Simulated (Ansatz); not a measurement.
Ideal-gas functions of `C#CC#N` at 800 K and 1 bar, from an Ansatz frequency run at PBE0-D4/def2-TZVP.

Molar mass 51.05 g/mol, point group C∞v (symmetry number 1), electronic degeneracy 1, moments of inertia 110.085 u Å². Harmonic wavenumbers (cm⁻¹, unscaled): 243, 243, 553, 553, 713, 713, 911, 2193, 2401, 3475.

Use S(trans) = R[1.5 ln M + 2.5 ln T − 1.1517]; rotational temperatures θ = 24.2544 K / I; S(rot) = R[ln(T/σθ) + 1]; for each mode x = 1.438777 ν̃/T, S = R[x/(eˣ − 1) − ln(1 − e⁻ˣ)] and H = RT x/(eˣ − 1); 1 cm⁻¹ = 0.0119627 kJ/mol; R = 8.31446 J/(mol·K).

Question: By hand: the entropy, in J/(mol·K).

Answer: Translation 178.4. Rotation: θ = 0.2203 K, giving 76.5. Vibration, mode by mode: 15.26, 15.26, 8.69, 8.69, 6.79, 6.79, 5.08, 0.81, 0.60, 0.12, in all 68.1. Electronic 0.0. Sum 323.0 J/(mol·K).

Question: By hand: H − E and G − E in kJ/mol, counted from the electronic energy.

Answer: Zero-point energy ½ × 11998 × 0.0119627 = 71.8; thermal vibration 28.5; translation, rotation and pV give 3.5 RT = 23.3. H − E = 123.6 kJ/mol, and G − E = 123.6 − 800 × 323.0/1000 = -134.8 kJ/mol.

Vibration gives 21 % of the entropy.
